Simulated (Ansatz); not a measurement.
Write a Python script for the Ansatz DFT code, driven from Python that makes a polarisability from point charges of CH5BS, SMILES CBS. Use (for the species named): B3LYP, def2-SVP basis, multiplicity 1.

```yaml
atoms:
  - { symbol: C, position_ang: [-0.5866, 0.7058, -0.2726] }
  - { symbol: B, position_ang: [0.6886, -0.0854, -0.0417] }
  - { symbol: S, position_ang: [0.7810, -1.2520, 1.4134] }
  - { symbol: H, position_ang: [-1.4142, 0.0661, -0.4273] }
  - { symbol: H, position_ang: [-0.5181, 1.3713, -1.2096] }
  - { symbol: H, position_ang: [-0.8294, 1.4188, 0.5905] }
  - { symbol: H, position_ang: [1.6324, 0.0286, -0.7784] }
  - { symbol: H, position_ang: [0.3385, -2.3103, 0.6700] }
```

The script, `field_ch5bs.py`:
```python
"""Response of CH5BS to a pair of distant point charges."""

import warnings

import ansatz as az
from ase import Atoms
import numpy as np


def main() -> None:
    warnings.simplefilter("ignore", az.DeckWarning)

    atoms = Atoms(["C", "B", "S", "H", "H", "H", "H", "H"], positions=[
        (-0.5866, 0.7058, -0.2726),
        (0.6886, -0.0854, -0.0417),
        (0.781, -1.252, 1.4134),
        (-1.4142, 0.0661, -0.4273),
        (-0.5181, 1.3713, -1.2096),
        (-0.8294, 1.4188, 0.5905),
        (1.6324, 0.0286, -0.7784),
        (0.3385, -2.3103, 0.67),
    ])
    mol = az.Crystal.molecule_from_ase(atoms)

    job = mol.calculation().basis(gaussian="def2-SVP").functional("b3lyp").forces()
    # charges +q and -q at -R and +R make a nearly even field 2 k q / R^2 at the centre
    centre = np.mean([site.position_ang for site in mol.cartesian_sites], axis=0)
    field = 2 * 14.399645 * 2.0 / 25.0 ** 2


    def dipole(axis, sign):
        arm = 25.0 * np.eye(3)[axis]
        pair = [{"charge": sign * 2.0, "position_ang": (centre - arm).tolist()}, {"charge": -sign * 2.0, "position_ang": (centre + arm).tolist()}]
        deck = job.input().set(az.key.basis.gaussian.point_charges, pair)
        return np.array(az.Session.from_dict(deck).plan().execute().report["charge_distribution"]["dipole_moment_e_ang"])


    print(f"field {field:.4f} V/A")
    alpha = np.array([(dipole(axis, 1) - dipole(axis, -1)) / (2 * field) * 14.399645 for axis in range(3)])
    print("polarisability tensor (A^3)")
    print(np.array2string(alpha, precision=3, suppress_small=True))
    print(f"mean {np.trace(alpha) / 3:.3f} A^3 = {np.trace(alpha) / 3 / 0.14818471:.2f} bohr^3")


if __name__ == "__main__":
    main()
```

Output of `python field_ch5bs.py`:
```text
field 0.0922 V/A
polarisability tensor (A^3)
[[ 5.08  -0.412  0.172]
 [-0.419  6.31  -1.088]
 [ 0.183 -1.098  6.001]]
mean 5.797 A^3 = 39.12 bohr^3
```

Caveats:
- The geometry is a force-field or estimated start, not a minimum of this method, and the basis set is short of its limit. The field of two point charges is only nearly even.
- b3lyp holds the VWN-RPA fit, as in Gaussian; the form of ORCA and Turbomole is b3lyp5.
- Without diffuse functions polarisabilities are unreliable, as a rule too low, and they change with the bond lengths of this unrelaxed start.
- Finished in 12 s on 1 thread of Arm Neoverse V1 (shared host), peak memory 0.19 GiB.
